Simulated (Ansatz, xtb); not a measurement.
## Redistribution: C2H4F2 + C2H2ClF → CHClF2 + C3H5F

Species: C2H4F2 (1,1-difluoroethane) `CC(F)F`, singlet; C2H2ClF (1-chloro-2-fluoroethylene) `F/C=C/Cl`, singlet; CHClF2 (difluorochloromethane) `FC(F)Cl`, singlet; C3H5F `C/C=C/F`, singlet. The partners trade CH3 for Cl; both sit on C, so the bond types are kept.

Shapes, held fixed at every level: PBE0-D4/def2-TZVP. Programs: Ansatz 0.2.0, xtb 6.7.1. The zero-point and thermal change to 298 K, harmonic and unscaled (PBE0-D4/def2-TZVP), is -0.2 kJ/mol.

```json
{"level": "GFN0-xTB", "kind": "semi-empirical", "ΔH(298 K) (kJ/mol)": "-6.4", "less CCSD(T)/CBS estimate": "-10.7"}
{"level": "BHLYP-D4/def2-TZVPP", "kind": "global hybrid", "ΔH(298 K) (kJ/mol)": "+4.8", "less CCSD(T)/CBS estimate": "+0.5"}
{"level": "PBE0-D4/def2-TZVPP", "kind": "global hybrid", "ΔH(298 K) (kJ/mol)": "+1.3", "less CCSD(T)/CBS estimate": "-3.0"}
{"level": "B2PLYP/def2-TZVPP", "kind": "double hybrid", "ΔH(298 K) (kJ/mol)": "+3.4", "less CCSD(T)/CBS estimate": "-0.9"}
{"level": "CCSD(T)/def2-SVP", "kind": "coupled cluster or CI", "ΔH(298 K) (kJ/mol)": "+2.4", "less CCSD(T)/CBS estimate": "-1.9"}
{"level": "CCSD/def2-SVP", "kind": "coupled cluster or CI", "ΔH(298 K) (kJ/mol)": "+3.2", "less CCSD(T)/CBS estimate": "-1.1"}
{"level": "CCSD(T)/def2-TZVPP", "kind": "coupled cluster or CI", "ΔH(298 K) (kJ/mol)": "+3.7", "less CCSD(T)/CBS estimate": "-0.6"}
{"level": "CCSD(T)/CBS estimate", "kind": "coupled cluster or CI", "ΔH(298 K) (kJ/mol)": "+4.3", "less CCSD(T)/CBS estimate": "0.0"}
```

The highest level, CCSD(T)/CBS estimate, gives ΔH(298 K) = +4.3 kJ/mol; the levels span -6.4 to +4.8. They disagree on the sign: 7 of 8 are positive. The column of differences is taken from that level and isn't an error. No measured value is set beside it here. The CBS estimate extrapolates MP2 from def2-TZVPP and def2-QZVPP and adds CCSD(T) − MP2 in the triple-zeta set, cores frozen.
